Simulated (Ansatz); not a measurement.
A calculation with Ansatz (development build ahead of 0.2.0).

```yaml
crystal:
  periodic: [false, false, false]
  atoms:
    - { symbol: C, position_ang: [0.0, 0.0, 0.0] }
    - { symbol: Li, position_ang: [0.0, 3.9413, 0.0] }
    - { symbol: Li, position_ang: [0.0, -3.9413, 0.0] }
basis:
  gaussian: { orbitals: pcseg-2 }
magnetization:
  initial_magnetization: 2
hamiltonian:
  xc: r2scan
```

The input is written out in the form of the current development build from the run's settings.

The run gave:

```
Converged                       : yes
Total energy                    : -52.80033 hartree
Spin squared of the determinant : 2.000
Stability test                  : minimum among restricted orbitals
```

Caution: stretched shape with no unrestricted run beside it, a lower state can exist; charge can spread falsely over distant fragments; other spin multiplicities may lie lower.
